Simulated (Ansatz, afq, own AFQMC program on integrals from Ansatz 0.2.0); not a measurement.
## Ga, doublet: AFQMC among the cluster methods

A free Ga atom.

Basis 6-31G. Only valence electrons are correlated. Integrals, coupled cluster, full CI and functionals: Ansatz 0.2.0; the random walks run on the same integrals in our own AFQMC program. The CISD trial takes its coefficients from CCSD amplitudes. Released means that phaseless walkers are propagated on without the constraint, phases kept. Free AFQMC starts from the CCSD state and is never constrained. Its projection time is finite, and what remains of the start isn't in its error. Uncertainties: one standard error, sampling alone. No spin–orbit coupling.

Determinant: ROHF, the one that the program's search chose, which needn't be the lowest solution.

No full CI on the walks' own integrals is used here. The released AFQMC energy serves as the reference, which it does only where one determinant dominates, the energy is flat over the last release times and near the phaseless one (40 meV or 2 meV an electron, half that with transition metals). On small molecules, where full CI could be run and the noise was under 10 meV, such values lay within 10 meV of it in 19 cases of 20, a flattering rate, since the rule was set on those same cases; what remains of the bias isn't in the error bar.

Cautions: no relativity below Rb; no spin-orbit coupling; inner d shell frozen; the released value is read at 1.50 1/Eh (meV from the phaseless value at times in 1/Eh: -0.06 ± 0.13 at 0.24, 0.01 ± 0.13 at 0.50, -0.03 ± 0.16 at 1.00, -0.23 ± 0.17 at 1.50).

```
T1 diagnostic                               : 0.0089
weight of the determinant in the CISD state : 0.958
size of the correlated space                : 3 electrons in 15 orbitals
```

Reference: AFQMC with the constraint released, correlation energy -0.799 ± 0.0002 eV.

```csv
level,E − E(reference) (kJ/mol),share of correlation (%)
HF,77.1 ± 0.02,0.00
MP2,29.0 ± 0.02,62.34
CCSD,0.3 ± 0.02,99.64
CCSD(T),0.1 ± 0.02,99.92
ph-AFQMC/HF,3.7 ± 1.1,95.25
ph-AFQMC/CISD,0.0 ± 0.02,99.97
free AFQMC,0.0 ± 0.02,100.01
```

Free projections are given only where their last times agree within the noise and don't stop above the reference; a slow remainder of the start can still hide under it. A walk keeps the symmetry of its determinant, which the program's search chose and which needn't be the lowest solution, so a lower state of the same spin and another symmetry isn't excluded. Released energies are given only where the last usable release times agree within the noise; a slower fall can still hide under it.
